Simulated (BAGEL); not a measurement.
# HF/6-31G(d) (density fitting with qzvpp-jkfit, spherical functions) run of C2H3F2N (SMILES F/C=N\CF)

Aim: the vertical ionisation energy of C2H3F2N at HF/6-31G* (density fitting with qzvpp-jkfit, spherical functions), from 2 runs. 

The results are computed with BAGEL 1.2.2.

2 further runs of the same task are left out: 2 set aside as unsound or not needed.

## (1) Starting point

C2H3F2N: 8 atoms, total charge 0, spin state singlet. SMILES: `F/C=N\CF`. Geometry: relaxed at PBE0-D4/def2-TZVP. This is one conformer, not always the lowest.

Bond lengths: F1–C2 1.335 Å, C2–N3 1.239 Å, N3–C4 1.409 Å, C4–F5 1.379 Å, C2–H6 1.087 Å, C4–H7 1.095 Å, C4–H8 1.095 Å. Angles: F1–C2–N3 126.7°, C2–N3–C4 128.4°, N3–C4–F5 116.3°, F1–C2–H6 110.8°, N3–C2–H6 122.5°, N3–C4–H7 108.1°, N3–C4–H8 108.1°, F5–C4–H7 107.5°, F5–C4–H8 107.5°, H7–C4–H8 109.2°.

## (2) The energy at HF/6-31G(d) (density fitting with qzvpp-jkfit, spherical functions)

Input file hf.json:

```json
{ "bagel": [

{
  "title": "molecule",
  "basis": "6-31gs.json",
  "df_basis": "qzvpp-jkfit",
  "angstrom": "true",
  "geometry": [
    { "atom": "F", "xyz": [      -1.098000,       1.596800,      -0.144400 ] },
    { "atom": "C", "xyz": [      -0.739500,       0.729600,       0.805700 ] },
    { "atom": "N", "xyz": [       0.001900,      -0.254300,       0.669300 ] },
    { "atom": "C", "xyz": [       0.648200,      -0.708100,      -0.497600 ] },
    { "atom": "F", "xyz": [       0.433400,       0.032200,      -1.641000 ] },
    { "atom": "H", "xyz": [      -1.190600,       0.993000,       1.758900 ] },
    { "atom": "H", "xyz": [       0.310400,      -1.729700,      -0.698300 ] },
    { "atom": "H", "xyz": [       1.726200,      -0.716500,      -0.308200 ] }
  ]
},

{ "title": "hf" },

{ "title": "print", "file": "orbitals.molden", "orbitals": "true" }

]}
```

The basis set 6-31G* is read from a file made from the Basis Set Exchange's data (not shown).

Started as:

```
$ BAGEL_NUM_THREADS=1 BAGEL hf.json > hf.out
```

The log of the run:

```text
* using 1 threads per process

  ===============================================================
  ===============================================================

  *** Geometry ***

  { "atom" : "F", "xyz" : [     -2.074919,      3.017515,     -0.272876 ] },
  { "atom" : "C", "xyz" : [     -1.397452,      1.378744,      1.522552 ] },
  { "atom" : "N", "xyz" : [      0.003590,     -0.480557,      1.264794 ] },
  { "atom" : "C", "xyz" : [      1.224920,     -1.338115,     -0.940328 ] },
  { "atom" : "F", "xyz" : [      0.819007,      0.060849,     -3.101041 ] },
  { "atom" : "H", "xyz" : [     -2.249908,      1.876498,      3.323839 ] },
  { "atom" : "H", "xyz" : [      0.586571,     -3.268659,     -1.319596 ] },
  { "atom" : "H", "xyz" : [      3.262045,     -1.353989,     -0.582414 ] },

  Number of auxiliary basis functions:      435

  Since a DF basis is specified, we compute 2- and 3-index integrals:
    o Being stored without compression. Storage requirement is 0.020 GB

  Number of basis functions:       76
  Number of electrons      :       40

    * METHOD: MOLECULE                             0.15

  *** RHF ***

  === Nuclear Repulsion ===
   177.2722584436

      * DIIS with orbital gradients will be used.

  === RHF iteration (6-31gs.json) ===
      0       -330.54462286          0.02272299           0.04
      1       -330.70562047          0.01339576           0.04
      2       -330.77051830          0.00172312           0.04
      3       -330.77257565          0.00048163           0.04
      4       -330.77271965          0.00018227           0.04
      5       -330.77276397          0.00007975           0.04
      6       -330.77276934          0.00003140           0.04
      7       -330.77277030          0.00000958           0.04
      8       -330.77277037          0.00000310           0.04
      9       -330.77277037          0.00000135           0.04
     10       -330.77277037          0.00000035           0.04
     11       -330.77277038          0.00000014           0.04
     12       -330.77277038          0.00000006           0.04
     13       -330.77277038          0.00000002           0.04
     14       -330.77277038          0.00000001           0.04
    * SCF iteration converged.

    * Permanent dipole moment:
           (   -0.024070,     0.274893,    -0.627066) a.u.

    * METHOD: HF                                   0.68

    * METHOD: PRINT                                0.01

  ===============================================================
```

It took 1 s on 1 thread of Arm Neoverse V2, shared host; peak memory 0.096 GiB.

## (3) The doublet cation at the same level

Input file hf.json:

```json
{ "bagel" : [

{
  "title" : "molecule",
  "basis" : "6-31gs.json",
  "df_basis" : "qzvpp-jkfit",
  "angstrom" : "true",
  "geometry" : [
    { "atom" : "F", "xyz" : [   -1.098000,    1.596800,   -0.144400 ] },
    { "atom" : "C", "xyz" : [   -0.739500,    0.729600,    0.805700 ] },
    { "atom" : "N", "xyz" : [    0.001900,   -0.254300,    0.669300 ] },
    { "atom" : "C", "xyz" : [    0.648200,   -0.708100,   -0.497600 ] },
    { "atom" : "F", "xyz" : [    0.433400,    0.032200,   -1.641000 ] },
    { "atom" : "H", "xyz" : [   -1.190600,    0.993000,    1.758900 ] },
    { "atom" : "H", "xyz" : [    0.310400,   -1.729700,   -0.698300 ] },
    { "atom" : "H", "xyz" : [    1.726200,   -0.716500,   -0.308200 ] }
  ]
},
{ "title" : "uhf", "charge" : 1, "nopen" : 1 },
{ "title" : "print", "file" : "orbitals.molden", "orbitals" : "true" }

]}
```

The basis set 6-31G* is read from a file made from the Basis Set Exchange's data (not shown).

Started as:

```
$ BAGEL_NUM_THREADS=1 BAGEL hf.json > hf.out
```

The log of the run:

```text
* using 1 threads per process

  ===============================================================
  ===============================================================

  *** Geometry ***

  { "atom" : "F", "xyz" : [     -2.074919,      3.017515,     -0.272876 ] },
  { "atom" : "C", "xyz" : [     -1.397452,      1.378744,      1.522552 ] },
  { "atom" : "N", "xyz" : [      0.003590,     -0.480557,      1.264794 ] },
  { "atom" : "C", "xyz" : [      1.224920,     -1.338115,     -0.940328 ] },
  { "atom" : "F", "xyz" : [      0.819007,      0.060849,     -3.101041 ] },
  { "atom" : "H", "xyz" : [     -2.249908,      1.876498,      3.323839 ] },
  { "atom" : "H", "xyz" : [      0.586571,     -3.268659,     -1.319596 ] },
  { "atom" : "H", "xyz" : [      3.262045,     -1.353989,     -0.582414 ] },

  Number of auxiliary basis functions:      435

  Since a DF basis is specified, we compute 2- and 3-index integrals:
    o Being stored without compression. Storage requirement is 0.020 GB

  Number of basis functions:       76
  Number of electrons      :       40

    * METHOD: MOLECULE                             0.16

  *** Open-shell HF ***

  === Nuclear Repulsion ===
   177.2722584436

      * DIIS with orbital gradients will be used.

  === UHF iteration (6-31gs.json) ===
      0       -330.11374872          0.04700675           0.08
      1       -330.27964265          0.03018128           0.08
      2       -330.33512267          0.01935089           0.08
      3       -330.37288381          0.00273732           0.08
      4       -330.37800982          0.00231026           0.08
      5       -330.38140317          0.00129599           0.08
      6       -330.38368346          0.00036182           0.08
      7       -330.38379401          0.00015093           0.08
      8       -330.38381339          0.00008576           0.08
      9       -330.38382125          0.00003632           0.08
[... 24 lines of this table left out ...]
     34       -330.38382373          0.00000003           0.07
     35       -330.38382373          0.00000003           0.08
     36       -330.38382373          0.00000002           0.08
     37       -330.38382373          0.00000001           0.08
    * SCF iteration converged.

    * S^2 (UHF) is 0.7576

    * Permanent dipole moment:
           (    0.112103,     0.519905,    -1.757576) a.u.

    * METHOD: UHF                                  3.09

    * METHOD: PRINT                                0.01

  ===============================================================
```

It took 3.6 s on 1 thread of Arm Neoverse V2, shared host; peak memory 0.096 GiB.

## (4) What came out

Level: HF/6-31G* (density fitting with qzvpp-jkfit, spherical functions).

| quantity | value |
| --- | --- |
| singlet C2H3F2N: total energy | -330.77277 Eh |
| singlet C2H3F2N: dipole moment | 1.74 D |
| singlet C2H3F2N: HOMO energy | -11.92 eV |
| singlet C2H3F2N: LUMO energy | 4.54 eV |
| singlet C2H3F2N: HOMO–LUMO gap | 16.46 eV |
| doublet cation: total energy | -330.38382 Eh |
| doublet cation: ⟨S²⟩ | 0.758 |
| vertical ionisation energy (to the doublet cation) | 10.584 eV |

What this shows: Removing an electron at fixed nuclei costs 10.58 eV (244 kcal/mol). −ε(HOMO) before ionisation, 11.92 eV, is 1.34 eV above this ionisation energy.
